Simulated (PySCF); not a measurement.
# SMILES CS[C@]12C[C@H]1C2, C$_{5}$H$_{8}$S

Molfile (atoms numbered from 1):
```
C5H8S
     RDKit          3D

 14 15  0  0  0  0  0  0  0  0999 V2000
    2.3510   -0.5143   -0.2341 C   0  0  0  0  0  0  0  0  0  0  0  0
    0.8930   -1.2983    0.4960 S   0  0  0  0  0  0  0  0  0  0  0  0
   -0.3447   -0.1401    0.0624 C   0  0  1  0  0  0  0  0  0  0  0  0
   -0.9825    0.9470    0.8783 C   0  0  0  0  0  0  0  0  0  0  0  0
   -1.7926   -0.1864    0.3480 C   0  0  1  0  0  0  0  0  0  0  0  0
   -1.3312   -0.1564   -1.0690 C   0  0  0  0  0  0  0  0  0  0  0  0
    2.5362    0.4728    0.2131 H   0  0  0  0  0  0  0  0  0  0  0  0
    2.2447   -0.4169   -1.3240 H   0  0  0  0  0  0  0  0  0  0  0  0
    3.2056   -1.1706   -0.0163 H   0  0  0  0  0  0  0  0  0  0  0  0
   -1.1025    1.9495    0.4415 H   0  0  0  0  0  0  0  0  0  0  0  0
   -0.7547    0.9335    1.9494 H   0  0  0  0  0  0  0  0  0  0  0  0
   -2.3707   -0.9408    0.8800 H   0  0  0  0  0  0  0  0  0  0  0  0
   -1.4794    0.7553   -1.6665 H   0  0  0  0  0  0  0  0  0  0  0  0
   -1.3972   -1.0936   -1.6314 H   0  0  0  0  0  0  0  0  0  0  0  0
  1  2  1  0
  3  2  1  6
  3  4  1  0
  4  5  1  0
  5  6  1  0
  5  3  1  0
  6  3  1  0
  1  7  1  0
  1  8  1  0
  1  9  1  0
  4 10  1  0
  4 11  1  0
  5 12  1  6
  6 13  1  0
  6 14  1  0
M  END
```

Theory: GIAO B3LYP/pcSseg-1 magnetisability, rotational g tensor and spin-rotation constants, non-relativistic, gas phase in PySCF. Geometry: PBE0-D3(BJ)/def2-SVP.

Question: Give the nuclear spin-rotation constants along the inertial axes (H = +C I·J) beside the isotropic shieldings.

Answer: Rotational constants 6.1204, 1.9632, 1.9197 GHz. A star marks the isotopologue with that one atom substituted, in its own axes.
```
atom  isotope  Caa (kHz)  Cbb (kHz)  Ccc (kHz)  mean (kHz)  σ (ppm)
  H7       1H     -0.596     -0.044     -0.102      -0.248     29.0
  H8       1H     -0.596     -0.015     -0.132      -0.247     29.0
  H9       1H      0.077     -0.220     -0.169      -0.104     29.6
 H10       1H     -0.570     -0.204     -0.003      -0.259     30.5
 H11       1H     -0.613     -0.008     -0.172      -0.264     30.1
 H12       1H     -0.524     -0.232      0.017      -0.246     29.8
 H13       1H     -0.572     -0.197     -0.009      -0.259     30.5
 H14       1H     -0.611     -0.027     -0.154      -0.264     30.1
  C1     13C*      0.931      0.341      0.284       0.519    156.8
  S2     33S*      0.972      0.611      0.582       0.721    497.6
  C3     13C*      1.123      0.264      0.255       0.547    163.2
  C4     13C*      1.085      0.355      0.384       0.608    138.7
  C5     13C*      1.014      0.232      0.244       0.497    171.3
```
For the geometry as given, no vibrational averaging.

Question: How do the rotational constants and the g tensor change when H7, H8, H9, H10, H11, H12, H13, H14 are replaced by deuterium?

Answer: Constants 4.7561, 1.6799, 1.6316 GHz; g -0.0038, -0.0019, 0.0018, against -0.0039, -0.0021, 0.0018 before.
